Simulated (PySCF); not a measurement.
Work out the structure from these simulated measurements.

Elements present: C, Cl and H. Monoisotopic mass: 131.9300 u.

* Rotational structure: rotational constants A, B, C: 2.372, 2.372, 1.717 GHz [GFN2-xTB]
* Dipole: 1.99 D [PBE0/pcSseg-1]
* NMR, other nuclei: isotropic shieldings of nuclei other than C and H, by class: 459 (3 Cl) ppm [GIAO PBE0/pcSseg-1]
* 1H NMR: chemical shifts (computed TMS as zero) by class: 2.54 (3 H) ppm [GIAO PBE0/pcSseg-1]
* 13C NMR: chemical shifts (computed TMS as zero) by class: 121.4 (1 C), 47.8 (1 C) ppm [GIAO PBE0/pcSseg-1]

The electronic properties come from PySCF, for the isolated species, density fitting. Levels stand in brackets. Geometry: GFN2-xTB; no solvent, vibrations or thermal averaging. NMR values are class means; diastereotopic atoms form classes of their own.

Task: Which formula fits the mass and the elements?

Result: C2H3Cl3 (calculated 131.9300). No other formula that holds each of these elements comes within 0.0003 u with a fitting electron parity and a possible valence count.

Task: Give a SMILES that accounts for the data.

Result: Numbering: `[CH3:1][C:2]([Cl:3])([Cl:4])[Cl:5]`. Its formula, C2H3Cl3, gives 0 degrees of unsaturation, so no ring and no π bond. 2 carbons fall into 2 classes; from least to most shielded: CCl3 carbon [C2] (121.4 ppm), methyl carbon [C1] (47.8 ppm). All hydrogens form one class (2.54 ppm): methyl hydrogen. The other shieldings belong to: 459 ppm, chlorine of a CCl3 group [Cl3/Cl4/Cl5]. The optimised geometry has point group C3v and is an oblate symmetric top. Structure: `CC(Cl)(Cl)Cl`. Computed isomers that give other values at the same levels: `ClCC(Cl)Cl` (13C chemical shifts (computed TMS as zero) by class: 86.3 (1 C), 57.9 (1 C) ppm). The assignments are read from this structure; whether some other isomer fits the data as well wasn't checked. NMR values of atoms bound to several Cl lack the spin–orbit term that these neighbours bring.
